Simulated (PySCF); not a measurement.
Species: C₂H₂F₂.
SMILES with atom numbers: `[F:1]/[CH:2]=[CH:3]\[F:4]` (hydrogens: H5 on C2; H6 on C3)

The same species was optimised twice, with GFN2-xTB and with PBE0-D3(BJ)/def2-SVP (PySCF), and the same property calculations (PySCF, gas phase) were run on both structures.

| coordinate | GFN2-xTB | PBE0-D3(BJ)/def2-SVP | change |
| --- | --- | --- | --- |
| C3–H6 (Å) | 1.079 | 1.092 | +0.013 |
| C2–H5 (Å) | 1.079 | 1.092 | +0.013 |
| F1–C2 (Å) | 1.335 | 1.325 | -0.010 |
| C3–F4 (Å) | 1.335 | 1.325 | -0.010 |
| C2=C3 (Å) | 1.321 | 1.329 | +0.008 |
| F4–C3–H6 (°) | 113.2 | 115.0 | +1.8 |
| F1–C2–H5 (°) | 113.2 | 115.0 | +1.8 |
| C2–C3–H6 (°) | 123.0 | 121.9 | -1.1 |
| C3–C2–H5 (°) | 123.1 | 121.9 | -1.2 |
| C2–C3–F4 (°) | 123.7 | 123.1 | -0.6 |
| F1–C2–C3 (°) | 123.7 | 123.1 | -0.6 |

Rotational constants: A = 21943, B = 5727, C = 4542 MHz (GFN2-xTB) against A = 21821, B = 5814, C = 4591 MHz (PBE0-D3(BJ)/def2-SVP). Point groups within 0.08 Å: C2v and C2v.

On the GFN2-xTB structure: HOMO (eV) -7.61 [PBE0/pcSseg-1]; LUMO (eV) 0.44 [PBE0/pcSseg-1]; dipole (D) 2.39 [PBE0/pcSseg-1]; GIAO shielding of F1/F4 (mean) (ppm) 336.1 [PBE0/pcSseg-1]; GIAO shielding of C2/C3 (mean) (ppm) 41.4 [PBE0/pcSseg-1].

**Question.** What do these properties become on the PBE0-D3(BJ)/def2-SVP structure?

**Answer.** 
```tsv
property	level	on GFN2-xTB	on PBE0-D3(BJ)/def2-SVP	change
HOMO (eV)	PBE0/pcSseg-1	-7.61	-7.51	+0.10
LUMO (eV)	PBE0/pcSseg-1	0.44	0.46	+0.02
dipole (D)	PBE0/pcSseg-1	2.39	2.34	-0.05
energy, GFN2-xTB geometry as zero (kcal/mol)	PBE0/pcSseg-1	0.0	0.0	0.0
GIAO shielding of F1/F4 (mean) (ppm)	PBE0/pcSseg-1	336.1	336.4	+0.3
GIAO shielding of C2/C3 (mean) (ppm)	PBE0/pcSseg-1	41.4	40.6	-0.8
```

The heavy atoms differ by 0.010 Å rms after alignment. Among all bonds C2–H5 and C3–H6 change most and about equally (+0.013 Å). Changes are differences of the printed values. Neither structure is proved a minimum here.
